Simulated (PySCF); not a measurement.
Acetylene, SMILES C#C (B3LYP/def2-SVP optimised geometry):

```
4

C      0.605     0.000     0.000
C     -0.605     0.000     0.000
H      1.679     0.000     0.000
H     -1.679     0.000     0.000
```

Calculation: B3LYP/def2-TZVP (PySCF 2.14.0).

Problem. What are the frontier orbital energies and the dipole moment?

Solution. HOMO-2 -13.65 eV, HOMO-1 -8.12 eV, HOMO -8.12 eV, LUMO 0.51 eV, LUMO+1 0.51 eV; dipole moment 0.00 D.

On the same geometry PySCF with PBE/def2-TZVP gives HOMO-2 -12.11 eV, HOMO-1 -7.13 eV, HOMO -7.13 eV, LUMO -0.27 eV, LUMO+1 -0.27 eV; dipole moment 0.00 D.

Meta-Löwdin charges at B3LYP/def2-TZVP: C1 -0.17, C2 -0.17, H3 0.17, H4 0.17.
